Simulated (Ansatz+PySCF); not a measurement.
A calculation with PySCF 2.14.0.

```python
from pyscf import gto, scf, mp

# the (T+d) and (D+d) sets load through basis_set_exchange
mol = gto.M(atom="""
C -1.211300 0.013030 0.020510
H -1.677880 0.973720 0.214410
H -1.731500 -0.919150 -0.126040
S 0.557900 -0.073760 -0.087360
H 0.858650 1.241070 -0.173910
H 0.913740 -0.170490 1.230200
""", basis={'C': 'cc-pvtz', 'H': 'cc-pvtz', 'S': 'cc-pv(t+d)z'}, charge=1, spin=1)
mf = scf.UHF(mol)
mf.kernel()
pt = mp.MP2(mf, frozen=6).run()
print(mf.e_tot, pt.e_corr, pt.e_tot)
```

The script is written out from the run's settings.

Results

```yaml
Converged: yes
Reference_energy: -437.42683 hartree
Correlation_energy: -0.31806 hartree
Total_energy: -437.74488 hartree
Spin_squared_of_the_determinant: 0.766
```
